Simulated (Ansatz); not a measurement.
**Relaxing gadolinium (hcp)**

Level of theory: DFT, m-r2SCAN, plane waves (500 eV) with PAW, scalar-relativistic (Ansatz 0.2.0). (PAW data from PBE, frozen cores regenerated.)

k-point mesh 10×10×6, Fermi-Dirac smearing 0.05 eV, starting moments 7.00 ×2 μB. Cell and atoms relax.

Starting structure:

```yaml
crystal:
  lattice:
    - [3.6360007066, 0.0, 0.0]
    - [-1.8180003533, 3.1488689801, 0.0]
    - [0.0, 0.0, 5.7826]
  atoms:
    - { symbol: Gd, position: [0.3333333333, 0.6666666667, 0.25], spin: 7.0 }
    - { symbol: Gd, position: [0.6666666667, 0.3333333333, 0.75], spin: 7.0 }
hamiltonian:
  xc: mr2scan
  pseudopotentials:
    kind: paw
    azcp:
      Gd: "pseudopotentials/Gd.paw.azcp"
basis:
  ecutwfc: 500
  fft_grid_basis: typed
kpoints:
  mp_grid: { grid: [10, 10, 6], shift: [0, 0, 0] }
magnetization:
  spin_polarized: true
scf:
  occupations: { method: fermi_dirac, width: 0.05 }
relax:
  max_steps: 60
  f_tol: 0.01
  cell: {}
```

Q: The pressure at the start is -0.2 GPa. By how much does the volume change?

A: From 33.10 to 32.96 Å³ per atom, -0.4 %. The final cell has a = 3.627 Å, c = 5.785 Å (c/a = 1.595).

Q: How much energy does the relaxation gain?

A: 0.1 meV per atom.

Path of the relaxation (the plane waves are chosen anew near the end, which can shift the energy a little):

```json
{"step": "0", "E − E(final) (meV/atom)": "0.14", "V (Å³/atom)": "33.103", "P (GPa)": "-0.17", "max force (eV/Å)": "0.000"}
{"step": "1", "E − E(final) (meV/atom)": "-0.04", "V (Å³/atom)": "32.963", "P (GPa)": "-0.01", "max force (eV/Å)": "0.000"}
{"step": "2", "E − E(final) (meV/atom)": "0.00", "V (Å³/atom)": "32.963", "P (GPa)": "-0.01", "max force (eV/Å)": "0.000"}
```

Q: Which magnetic state does it end in?

A: ferromagnetic, net 7.79 μB per atom; moments 7.44 ×2 μB.

Open f shells have many self-consistent states, so the state found may not be the lowest.

m-r²SCAN is r²SCAN on the gauge-invariant kinetic-energy density; without spin polarisation the two are equal.
